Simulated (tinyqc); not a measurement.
Inside a calculation (part 1 of 3). Method: UHF in the sto-3g basis, for H2O, spin multiplicity 1. Computed by tinyqc, a small Python program that keeps every step (integrals from PySCF). Settings: charge = 0, multiplicity = 1, basis = sto-3g, energy threshold = 1e-08, iteration cap = 84, orthogonalisation = symmetric, start = core, DIIS depth = 8, damping = 0.5, method = UHF, break = 0.7. Command: `OMP_NUM_THREADS=1 python tinyqc.py 24139 24140 out.jsonl` (the two numbers bound the seeds that draw the settings). One thread of a shared host (Intel(R) Xeon(R) Processor @ 2.60GHz), about 0.1 s of CPU time with the checks. Later iterations appear only in the table of the cycle.

## One-electron integrals

Geometry (angstrom):
```
atom       x        y       z
O     0.0000   0.0000  0.0000
H     0.0000   0.8080  0.5880
H     0.0000  -0.8080  0.5880
```

Basis sto-3g: exponents (1/bohr^2) and contraction coefficients of normalised primitives:
```
element  l (shell)  exponent  coefficient
O            s (1)  130.7093       0.1543
O            s (1)   23.8089       0.5353
O            s (1)    6.4436       0.4446
O            s (2)    5.0332      -0.1000
O            s (2)    1.1696       0.3995
O            s (2)    0.3804       0.7001
O            p (3)    5.0332       0.1559
O            p (3)    1.1696       0.6077
O            p (3)    0.3804       0.3920
H            s (1)    3.4253       0.1543
H            s (1)    0.6239       0.5353
H            s (1)    0.1689       0.4446
```

Overlap, kinetic and nuclear-attraction integrals over the contracted functions; the nuclear repulsion is the sum of Za Zb / Rab.

nuclear repulsion = 8.800196 hartree

overlap S:
```
         1O 1s   1O 2s  1O 2px   1O 2py  1O 2pz   2H 1s    3H 1s
1O 1s   1.0000  0.2367  0.0000   0.0000  0.0000  0.0488   0.0488
1O 2s   0.2367  1.0000  0.0000   0.0000  0.0000  0.4476   0.4476
1O 2px  0.0000  0.0000  1.0000   0.0000  0.0000  0.0000   0.0000
1O 2py  0.0000  0.0000  0.0000   1.0000  0.0000  0.3060  -0.3060
1O 2pz  0.0000  0.0000  0.0000   0.0000  1.0000  0.2227   0.2227
2H 1s   0.0488  0.4476  0.0000   0.3060  0.2227  1.0000   0.2169
3H 1s   0.0488  0.4476  0.0000  -0.3060  0.2227  0.2169   1.0000
```

kinetic energy T (hartree):
```
          1O 1s    1O 2s  1O 2px   1O 2py  1O 2pz    2H 1s    3H 1s
1O 1s   29.0032  -0.1680  0.0000   0.0000  0.0000  -0.0051  -0.0051
1O 2s   -0.1680   0.8081  0.0000   0.0000  0.0000   0.1093   0.1093
1O 2px   0.0000   0.0000  2.5287   0.0000  0.0000   0.0000   0.0000
1O 2py   0.0000   0.0000  0.0000   2.5287  0.0000   0.2045  -0.2045
1O 2pz   0.0000   0.0000  0.0000   0.0000  2.5287   0.1488   0.1488
2H 1s   -0.0051   0.1093  0.0000   0.2045  0.1488   0.7600   0.0015
3H 1s   -0.0051   0.1093  0.0000  -0.2045  0.1488   0.0015   0.7600
```

nuclear attraction V (hartree):
```
           1O 1s     1O 2s   1O 2px    1O 2py    1O 2pz    2H 1s    3H 1s
1O 1s   -61.6775   -7.4338   0.0000    0.0000   -0.0168  -1.5757  -1.5757
1O 2s    -7.4338  -10.1003   0.0000    0.0000   -0.2000  -3.5840  -3.5840
1O 2px    0.0000    0.0000  -9.9514    0.0000    0.0000   0.0000   0.0000
1O 2py    0.0000    0.0000   0.0000  -10.0996    0.0000  -2.1743   2.1743
1O 2pz   -0.0168   -0.2000   0.0000    0.0000  -10.0299  -1.6422  -1.6422
2H 1s    -1.5757   -3.5840   0.0000   -2.1743   -1.6422  -5.6591  -1.3635
3H 1s    -1.5757   -3.5840   0.0000    2.1743   -1.6422  -1.3635  -5.6591
```

core Hamiltonian H = T + V (hartree):
```
           1O 1s    1O 2s   1O 2px   1O 2py   1O 2pz    2H 1s    3H 1s
1O 1s   -32.6743  -7.6018   0.0000   0.0000  -0.0168  -1.5808  -1.5808
1O 2s    -7.6018  -9.2922   0.0000   0.0000  -0.2000  -3.4747  -3.4747
1O 2px    0.0000   0.0000  -7.4227   0.0000   0.0000   0.0000   0.0000
1O 2py    0.0000   0.0000   0.0000  -7.5709   0.0000  -1.9698   1.9698
1O 2pz   -0.0168  -0.2000   0.0000   0.0000  -7.5012  -1.4934  -1.4934
2H 1s    -1.5808  -3.4747   0.0000  -1.9698  -1.4934  -4.8991  -1.3620
3H 1s    -1.5808  -3.4747   0.0000   1.9698  -1.4934  -1.3620  -4.8991
```

## Two-electron integrals

Functions are numbered as in S; the eight-fold symmetry (ij|kl) = (ji|kl) = (kl|ij) leaves the list below.

Two-electron integrals (ij|kl) in chemists' order, unique and non-zero (hartree):
```
(11|11) 4.7851      (21|11) 0.7414      (21|21) 0.1369      (22|11) 1.1189
(22|21) 0.2566      (22|22) 0.8172      (31|31) 0.0245      (32|31) 0.0378
(32|32) 0.1805      (33|11) 1.1158      (33|21) 0.2567      (33|22) 0.8170
(33|33) 0.8802      (41|41) 0.0245      (42|41) 0.0378      (42|42) 0.1805
(43|43) 0.0474      (44|11) 1.1158      (44|21) 0.2567      (44|22) 0.8170
(44|33) 0.7853      (44|44) 0.8802      (51|51) 0.0245      (52|51) 0.0378
(52|52) 0.1805      (53|53) 0.0474      (54|54) 0.0474      (55|11) 1.1158
(55|21) 0.2567      (55|22) 0.8170      (55|33) 0.7853      (55|44) 0.7853
(55|55) 0.8802      (61|11) 0.1552      (61|21) 0.0284      (61|22) 0.0529
(61|33) 0.0528      (61|41) 0.0011      (61|42) 0.0020      (61|44) 0.0530
(61|51) 0.0008      (61|52) 0.0014      (61|54) 1.49e-04    (61|55) 0.0529
(61|61) 0.0060      (62|11) 0.3751      (62|21) 0.0871      (62|22) 0.3068
(62|33) 0.3016      (62|41) 0.0053      (62|42) 0.0403      (62|44) 0.3116
(62|51) 0.0038      (62|52) 0.0293      (62|54) 0.0073      (62|55) 0.3069
(62|61) 0.0184      (62|62) 0.1423      (63|31) 0.0091      (63|32) 0.0531
(63|43) 0.0084      (63|53) 0.0061      (63|63) 0.0203      (64|11) 0.2176
(64|21) 0.0512      (64|22) 0.1925      (64|33) 0.1837      (64|41) 0.0119
(64|42) 0.0771      (64|44) 0.2066      (64|51) 0.0020      (64|52) 0.0174
(64|54) 0.0105      (64|55) 0.1870      (64|61) 0.0113      (64|62) 0.1084
(64|64) 0.1020      (65|11) 0.1583      (65|21) 0.0372      (65|22) 0.1401
(65|33) 0.1337      (65|41) 0.0020      (65|42) 0.0174      (65|44) 0.1381
(65|51) 0.0106      (65|52) 0.0658      (65|54) 0.0116      (65|55) 0.1482
(65|61) 0.0082      (65|62) 0.0789      (65|64) 0.0594      (65|65) 0.0636
(66|11) 0.5126      (66|21) 0.1210      (66|22) 0.4884      (66|33) 0.4686
(66|41) 0.0096      (66|42) 0.1002      (66|44) 0.5070      (66|51) 0.0070
(66|52) 0.0729      (66|54) 0.0280      (66|55) 0.4889      (66|61) 0.0258
(66|62) 0.2841      (66|64) 0.2472      (66|65) 0.1799      (66|66) 0.7746
(71|11) 0.1552      (71|21) 0.0284      (71|22) 0.0529      (71|33) 0.0528
(71|41) -0.0011     (71|42) -0.0020     (71|44) 0.0530      (71|51) 0.0008
(71|52) 0.0014      (71|54) -1.49e-04   (71|55) 0.0529      (71|61) 0.0059
(71|62) 0.0178      (71|64) 0.0100      (71|65) 0.0080      (71|66) 0.0247
(71|71) 0.0060      (72|11) 0.3751      (72|21) 0.0871      (72|22) 0.3068
(72|33) 0.3016      (72|41) -0.0053     (72|42) -0.0403     (72|44) 0.3116
(72|51) 0.0038      (72|52) 0.0293      (72|54) -0.0073     (72|55) 0.3069
(72|61) 0.0178      (72|62) 0.1146      (72|64) 0.0603      (72|65) 0.0617
(72|66) 0.1870      (72|71) 0.0184      (72|72) 0.1423      (73|31) 0.0091
(73|32) 0.0531      (73|43) -0.0084     (73|53) 0.0061      (73|63) 0.0158
(73|73) 0.0203      (74|11) -0.2176     (74|21) -0.0512     (74|22) -0.1925
(74|33) -0.1837     (74|41) 0.0119      (74|42) 0.0771      (74|44) -0.2066
(74|51) -0.0020     (74|52) -0.0174     (74|54) 0.0105      (74|55) -0.1870
(74|61) -0.0100     (74|62) -0.0603     (74|64) -0.0164     (74|65) -0.0318
(74|66) -0.0875     (74|71) -0.0113     (74|72) -0.1084     (74|74) 0.1020
(75|11) 0.1583      (75|21) 0.0372      (75|22) 0.1401      (75|33) 0.1337
(75|41) -0.0020     (75|42) -0.0174     (75|44) 0.1381      (75|51) 0.0106
(75|52) 0.0658      (75|54) -0.0116     (75|55) 0.1482      (75|61) 0.0080
(75|62) 0.0617      (75|64) 0.0318      (75|65) 0.0486      (75|66) 0.1102
(75|71) 0.0082      (75|72) 0.0789      (75|74) -0.0594     (75|75) 0.0636
(76|11) 0.1361      (76|21) 0.0319      (76|22) 0.1213      (76|33) 0.1186
(76|44) 0.1211      (76|51) 0.0022      (76|52) 0.0200      (76|55) 0.1240
(76|61) 0.0067      (76|62) 0.0551      (76|64) 0.0363      (76|65) 0.0344
(76|66) 0.1126      (76|71) 0.0067      (76|72) 0.0551      (76|74) -0.0363
(76|75) 0.0344      (76|76) 0.0260      (77|11) 0.5126      (77|21) 0.1210
(77|22) 0.4884      (77|33) 0.4686      (77|41) -0.0096     (77|42) -0.1002
(77|44) 0.5070      (77|51) 0.0070      (77|52) 0.0729      (77|54) -0.0280
(77|55) 0.4889      (77|61) 0.0247      (77|62) 0.1870      (77|64) 0.0875
(77|65) 0.1102      (77|66) 0.3231      (77|71) 0.0258      (77|72) 0.2841
(77|74) -0.2472     (77|75) 0.1799      (77|76) 0.1126      (77|77) 0.7746
```

## Orthogonalisation

S = U s U^T; symmetric (Loewdin) form X = U s^(-1/2) U^T, so that X^T S X = 1.

eigenvalues of S: 0.3703  0.4454  0.8886  1.0000  1.0914  1.3377  1.8667

X:
```
          1O 1s    1O 2s  1O 2px   1O 2py   1O 2pz    2H 1s    3H 1s
1O 1s    1.0240  -0.1414  0.0000   0.0000  -0.0091   0.0213   0.0213
1O 2s   -0.1414   1.2173  0.0000   0.0000   0.0952  -0.2733  -0.2733
1O 2px   0.0000   0.0000  1.0000   0.0000   0.0000   0.0000   0.0000
1O 2py   0.0000   0.0000  0.0000   1.1045   0.0000  -0.2173   0.2173
1O 2pz  -0.0091   0.0952  0.0000   0.0000   1.0464  -0.1335  -0.1335
2H 1s    0.0213  -0.2733  0.0000  -0.2173  -0.1335   1.1820  -0.0765
3H 1s    0.0213  -0.2733  0.0000   0.2173  -0.1335  -0.0765   1.1820
```

## Starting guess

The start is the orbitals of the core Hamiltonian, with HOMO and LUMO mixed by +/-0.7 rad for the two spins; D(s) = C_occ C_occ^T for each spin.

D(alpha) at the start:
```
          1O 1s    1O 2s   1O 2px   1O 2py   1O 2pz    2H 1s    3H 1s
1O 1s    1.0667  -0.2978   0.0000   0.0000  -0.0245   0.0403   0.0403
1O 2s   -0.2978   1.3274   0.0000   0.0000   0.1486  -0.1774  -0.1774
1O 2px   0.0000   0.0000   0.5850  -0.1815   0.0000   0.4438  -0.4438
1O 2py   0.0000   0.0000  -0.1815   1.2349   0.0000  -0.3195   0.3195
1O 2pz  -0.0245   0.1486   0.0000   0.0000   1.0798  -0.1131  -0.1131
2H 1s    0.0403  -0.1774   0.4438  -0.3195  -0.1131   0.3966  -0.3328
3H 1s    0.0403  -0.1774  -0.4438   0.3195  -0.1131  -0.3328   0.3966
```

D(beta) at the start:
```
          1O 1s    1O 2s   1O 2px   1O 2py   1O 2pz    2H 1s    3H 1s
1O 1s    1.0667  -0.2978   0.0000   0.0000  -0.0245   0.0403   0.0403
1O 2s   -0.2978   1.3274   0.0000   0.0000   0.1486  -0.1774  -0.1774
1O 2px   0.0000   0.0000   0.5850   0.1815   0.0000  -0.4438   0.4438
1O 2py   0.0000   0.0000   0.1815   1.2349   0.0000  -0.3195   0.3195
1O 2pz  -0.0245   0.1486   0.0000   0.0000   1.0798  -0.1131  -0.1131
2H 1s    0.0403  -0.1774  -0.4438  -0.3195  -0.1131   0.3966  -0.3328
3H 1s    0.0403  -0.1774   0.4438   0.3195  -0.1131  -0.3328   0.3966
```

## Iteration 1: building the Fock matrix

J_ij = sum D_kl (ij|kl) with D = D(alpha) + D(beta), K_ij = sum D_kl (ik|jl) for each spin; F = H + J - K(s); E = tr D H + tr D J / 2 - 0.5 sum_s tr D(s) K(s) + E_nn.

Coulomb J (hartree):
```
          1O 1s   1O 2s  1O 2px   1O 2py  1O 2pz   2H 1s    3H 1s
1O 1s   18.2167  3.4590  0.0000   0.0000  0.0083  0.7185   0.7185
1O 2s    3.4590  8.5652  0.0000   0.0000  0.0474  3.1582   3.1582
1O 2px   0.0000  0.0000  8.4926   0.0000  0.0000  0.0000   0.0000
1O 2py   0.0000  0.0000  0.0000   8.5970  0.0000  1.9616  -1.9616
1O 2pz   0.0083  0.0474  0.0000   0.0000  8.5826  1.4411   1.4411
2H 1s    0.7185  3.1582  0.0000   1.9616  1.4411  4.9805   1.2355
3H 1s    0.7185  3.1582  0.0000  -1.9616  1.4411  1.2355   4.9805
```

exchange K(alpha) (hartree):
```
         1O 1s   1O 2s   1O 2px   1O 2py  1O 2pz   2H 1s    3H 1s
1O 1s   4.9190  0.8468   0.0000   0.0000  0.0004  0.1838   0.1838
1O 2s   0.8468  1.3695   0.0000   0.0000  0.0056  0.4514   0.4514
1O 2px  0.0000  0.0000   0.8238   0.0193  0.0000  0.1225  -0.1225
1O 2py  0.0000  0.0000   0.0193   1.1794  0.0000  0.2359  -0.2359
1O 2pz  0.0004  0.0056   0.0000   0.0000  1.1713  0.1653   0.1653
2H 1s   0.1838  0.4514   0.1225   0.2359  0.1653  0.3554   0.0968
3H 1s   0.1838  0.4514  -0.1225  -0.2359  0.1653  0.0968   0.3554
```

exchange K(beta) (hartree):
```
         1O 1s   1O 2s   1O 2px   1O 2py  1O 2pz    2H 1s    3H 1s
1O 1s   4.9190  0.8468   0.0000   0.0000  0.0004   0.1838   0.1838
1O 2s   0.8468  1.3695   0.0000   0.0000  0.0056   0.4514   0.4514
1O 2px  0.0000  0.0000   0.8238  -0.0193  0.0000  -0.1225   0.1225
1O 2py  0.0000  0.0000  -0.0193   1.1794  0.0000   0.2359  -0.2359
1O 2pz  0.0004  0.0056   0.0000   0.0000  1.1713   0.1653   0.1653
2H 1s   0.1838  0.4514  -0.1225   0.2359  0.1653   0.3554   0.0968
3H 1s   0.1838  0.4514   0.1225  -0.2359  0.1653   0.0968   0.3554
```

F(alpha) (hartree):
```
           1O 1s    1O 2s   1O 2px   1O 2py   1O 2pz    2H 1s    3H 1s
1O 1s   -19.3767  -4.9896   0.0000   0.0000  -0.0088  -1.0461  -1.0461
1O 2s    -4.9896  -2.0964   0.0000   0.0000  -0.1582  -0.7679  -0.7679
1O 2px    0.0000   0.0000   0.2460  -0.0193   0.0000  -0.1225   0.1225
1O 2py    0.0000   0.0000  -0.0193  -0.1533   0.0000  -0.2441   0.2441
1O 2pz   -0.0088  -0.1582   0.0000   0.0000  -0.0898  -0.2176  -0.2176
2H 1s    -1.0461  -0.7679  -0.1225  -0.2441  -0.2176  -0.2740  -0.2232
3H 1s    -1.0461  -0.7679   0.1225   0.2441  -0.2176  -0.2232  -0.2740
```

F(beta) (hartree):
```
           1O 1s    1O 2s   1O 2px   1O 2py   1O 2pz    2H 1s    3H 1s
1O 1s   -19.3767  -4.9896   0.0000   0.0000  -0.0088  -1.0461  -1.0461
1O 2s    -4.9896  -2.0964   0.0000   0.0000  -0.1582  -0.7679  -0.7679
1O 2px    0.0000   0.0000   0.2460   0.0193   0.0000   0.1225  -0.1225
1O 2py    0.0000   0.0000   0.0193  -0.1533   0.0000  -0.2441   0.2441
1O 2pz   -0.0088  -0.1582   0.0000   0.0000  -0.0898  -0.2176  -0.2176
2H 1s    -1.0461  -0.7679   0.1225  -0.2441  -0.2176  -0.2740  -0.2232
3H 1s    -1.0461  -0.7679  -0.1225   0.2441  -0.2176  -0.2232  -0.2740
```

total energy of this density = -73.443651 hartree

This density is the starting one.

## Iteration 1: diagonalisation and new density

Diagonalise F' = X^T F X, C = X C', fill 5 alpha and 5 beta electrons from the bottom; D(s) = C_occ C_occ^T; the new density keeps 0.5 of the old one (damping). Each column has its largest component positive (the first on a tie).

F' = X^T F X (alpha) (hartree):
```
          1        2        3        4        5        6        7
1  -18.9992  -2.6534   0.0000   0.0000  -0.0223  -0.1591  -0.1591
2   -2.6534  -1.0050   0.0000   0.0000  -0.0174  -0.3967  -0.3967
3    0.0000   0.0000   0.2460   0.0319   0.0000  -0.1499   0.1499
4    0.0000   0.0000   0.0319   0.0426   0.0000  -0.3117   0.3117
5   -0.0223  -0.0174   0.0000   0.0000  -0.0038  -0.2111  -0.2111
6   -0.1591  -0.3967  -0.1499  -0.3117  -0.2111   0.1409  -0.0313
7   -0.1591  -0.3967   0.1499   0.3117  -0.2111  -0.0313   0.1409
```

orbital energies (alpha) (hartree): MO1 -19.3870, MO2 -0.9193, MO3 -0.3611, MO4 -0.1096, MO5 0.1825, MO6 0.5176, MO7 0.6394

coefficients C (alpha):
```
            MO1      MO2      MO3      MO4      MO5      MO6      MO7
1O 1s    0.9935  -0.2409   0.0000   0.0983   0.0000  -0.1219   0.0000
1O 2s    0.0287   0.8807   0.0000  -0.4823   0.0000   0.8069   0.0000
1O 2px   0.0000   0.0000   0.1964   0.0000   0.8812   0.0000   0.4301
1O 2py   0.0000   0.0000   0.5849   0.0000  -0.5347   0.0000   0.8285
1O 2pz   0.0033   0.1691   0.0000   0.8188   0.0000   0.6638   0.0000
2H 1s   -0.0061   0.1206   0.4405   0.2372   0.2709  -0.7958  -0.7561
3H 1s   -0.0061   0.1206  -0.4405   0.2372  -0.2709  -0.7958   0.7561
```

F' = X^T F X (beta) (hartree):
```
          1        2        3        4        5        6        7
1  -18.9992  -2.6534   0.0000   0.0000  -0.0223  -0.1591  -0.1591
2   -2.6534  -1.0050   0.0000   0.0000  -0.0174  -0.3967  -0.3967
3    0.0000   0.0000   0.2460  -0.0319   0.0000   0.1499  -0.1499
4    0.0000   0.0000  -0.0319   0.0426   0.0000  -0.3117   0.3117
5   -0.0223  -0.0174   0.0000   0.0000  -0.0038  -0.2111  -0.2111
6   -0.1591  -0.3967   0.1499  -0.3117  -0.2111   0.1409  -0.0313
7   -0.1591  -0.3967  -0.1499   0.3117  -0.2111  -0.0313   0.1409
```

orbital energies (beta) (hartree): MO1 -19.3870, MO2 -0.9193, MO3 -0.3611, MO4 -0.1096, MO5 0.1825, MO6 0.5176, MO7 0.6394

coefficients C (beta):
```
            MO1      MO2      MO3      MO4      MO5      MO6      MO7
1O 1s    0.9935  -0.2409   0.0000   0.0983   0.0000  -0.1219   0.0000
1O 2s    0.0287   0.8807   0.0000  -0.4823   0.0000   0.8069   0.0000
1O 2px   0.0000   0.0000  -0.1964   0.0000   0.8812   0.0000  -0.4301
1O 2py   0.0000   0.0000   0.5849   0.0000   0.5347   0.0000   0.8285
1O 2pz   0.0033   0.1691   0.0000   0.8188   0.0000   0.6638   0.0000
2H 1s   -0.0061   0.1206   0.4405   0.2372  -0.2709  -0.7958  -0.7561
3H 1s   -0.0061   0.1206  -0.4405   0.2372   0.2709  -0.7958   0.7561
```

D(alpha) after iteration 1:
```
          1O 1s    1O 2s   1O 2px   1O 2py   1O 2pz    2H 1s    3H 1s
1O 1s    1.0607  -0.2645   0.0000   0.0000   0.0092   0.0142   0.0142
1O 2s   -0.2645   1.1683   0.0000   0.0000  -0.0487  -0.0929  -0.0929
1O 2px   0.0000   0.0000   0.7000  -0.2689   0.0000   0.3845  -0.3845
1O 2py   0.0000   0.0000  -0.2689   0.9314   0.0000  -0.1033   0.1033
1O 2pz   0.0092  -0.0487   0.0000   0.0000   0.8895   0.0508   0.0508
2H 1s    0.0142  -0.0929   0.3845  -0.1033   0.0508   0.3674  -0.2647
3H 1s    0.0142  -0.0929  -0.3845   0.1033   0.0508  -0.2647   0.3674
```

D(beta) after iteration 1:
```
          1O 1s    1O 2s   1O 2px   1O 2py   1O 2pz    2H 1s    3H 1s
1O 1s    1.0607  -0.2645   0.0000   0.0000   0.0092   0.0142   0.0142
1O 2s   -0.2645   1.1683   0.0000   0.0000  -0.0487  -0.0929  -0.0929
1O 2px   0.0000   0.0000   0.7000   0.2689   0.0000  -0.3845   0.3845
1O 2py   0.0000   0.0000   0.2689   0.9314   0.0000  -0.1033   0.1033
1O 2pz   0.0092  -0.0487   0.0000   0.0000   0.8895   0.0508   0.0508
2H 1s    0.0142  -0.0929  -0.3845  -0.1033   0.0508   0.3674  -0.2647
3H 1s    0.0142  -0.0929   0.3845   0.1033   0.0508  -0.2647   0.3674
```
